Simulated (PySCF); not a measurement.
# C5H4O2 (Pyranone): the cost of one run

Computed with PySCF 2.14.0, with density-fitted response routines of our own, on a single molecule in the gas phase. Atoms are numbered from 0 throughout.

## Step 1: The molecule as given

11 atoms, charge 0, multiplicity 1; geometry from: GFN2-xTB. The atoms were then displaced at random by about 0.01 Å, so the start is not that level's minimum.

Bonds of the start (Å): O0–C1 1.19, C1–C2 1.47, C2–C3 1.36, C3–O4 1.31, O4–C5 1.35, C5–C6 1.33, C6–C1 1.48, C2–H7 1.04, C3–H8 1.10, C5–H9 1.08, C6–H10 1.07.

## Step 2: Relaxing the molecule at PBE0-D3(BJ)/def2-TZVP

Job settings and geometry (Å):

```
{"job": {"xc": "PBE0", "basis": "def2-TZVP", "d3": "d3bj", "grid": 2, "shake": 0.01, "kind": "geom"}, "charge": 0, "multiplicity": 1}
O     -0.961500     2.241060     0.143300
C     -0.504490     1.147680     0.067300
C     -1.309000    -0.082570     0.008930
C     -0.661580    -1.277020    -0.063780
O      0.631730    -1.469220    -0.104770
C      1.406030    -0.362910    -0.050690
C      0.950550     0.883560     0.028000
H     -2.347210     0.007980     0.037860
H     -1.230620    -2.213330    -0.082150
H      2.458100    -0.623570    -0.069340
H      1.606100     1.722500     0.069680
```

The run is started by

```
$ OMP_NUM_THREADS=2 python probes_run.py task.json out
```

One launch serves the whole session: the jobs run in the order shown.

Q: Estimate the wall time and peak memory of this first job on 2 threads of AMD EPYC, shared host.

About 6.3 min, with a peak of 1.2 GiB.
